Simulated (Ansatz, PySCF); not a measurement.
The pair A = CH4 (SMILES C) (first 5 atoms), B = H2O (SMILES O); geometry from A24 set.
(charge 0, multiplicity 1):
```xyz
8

C      0.001     0.000    -2.000
H     -0.507     0.888    -2.373
H      1.031     0.000    -2.353
H     -0.013     0.000    -0.912
H     -0.507    -0.888    -2.373
O     -0.005     0.000     1.716
H      0.032     0.758     2.302
H      0.032    -0.758     2.302
```

Rows in 6-31G* carry no dispersion term and start afresh at each structure (6-31G* with six Cartesian d functions).

Programs: Ansatz (Gaussian basis) for Hartree–Fock, density functionals and correlated methods; PySCF for 6-31G* rows. 

Total energies (hartree), monomers frozen at their geometry in the pair:

```tsv
structure	HF/aug-cc-pVDZ	PBE/def2-TZVPPD	B3LYP/6-31G*
AB	-116.2412016	-116.8485687	-116.9288704
A in the pair's basis	-40.1997013	-40.4642941	-40.5183967
B in the pair's basis	-76.0415062	-76.3834524	-76.4099132
A	-40.1996260	-40.4642826	-40.5183205
B	-76.0413619	-76.3834313	-76.4087513
```

Task: Work out the interaction energy without and with the counterpoise correction, and the superposition error, for each level.

Result: 
E(AB) − E(A) − E(B), times 627.509 kcal/mol, with the monomers in their own basis and then in the pair's basis:
- HF/aug-cc-pVDZ: -0.13 uncorrected, 0.00 corrected; the monomers gain 0.14 kcal/mol from borrowed functions
- PBE/def2-TZVPPD: -0.54 uncorrected, -0.52 corrected; the monomers gain 0.02 kcal/mol from borrowed functions
- B3LYP/6-31G*: -1.13 uncorrected, -0.35 corrected; the monomers gain 0.78 kcal/mol from borrowed functions

Ansatz is a first-principles code.
